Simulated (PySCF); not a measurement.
# H4OSi: the cost of one run

Programs: PySCF 2.14.0, with density-fitted response routines of our own. Each step states its level of theory. These are calculated values for one molecule in the gas phase, unless marked as measured. Atoms count from 0, in the outputs and in this text.

### 1 The molecule as given

6 atoms, charge 0, multiplicity 1; geometry from: GFN2-xTB. The atoms were then displaced at random by about 0.01 Å, so the start is not that level's minimum.

Bonds of the start (Å): O0–Si1 1.65, O0–H2 0.93, Si1–H3 1.45, Si1–H4 1.47, Si1–H5 1.45.

### 2 Optimising the geometry at PBE0-D3(BJ)/def2-SVP

Job settings and geometry (Å):

```
{"job": {"xc": "PBE0", "basis": "def2-SVP", "d3": "d3bj", "grid": 1, "shake": 0.01, "kind": "geom"}, "charge": 0, "multiplicity": 1}
O      1.128980    -0.202560     0.486270
Si    -0.429690     0.045030    -0.010770
H      1.820620    -0.198670    -0.135810
H     -0.793120    -1.014610    -0.931550
H     -0.556390     1.330560    -0.704380
H     -1.146240     0.010240     1.251580
```

Launch:

```sh
OMP_NUM_THREADS=1 python probes_run.py task.json out
```

One launch serves the whole session: the jobs run in the order shown.

**Question.** How long does this first job take on 1 thread of Arm Neoverse V2, shared host, and how much memory does it need?

About 2.2 s, with a peak of 0.33 GiB.
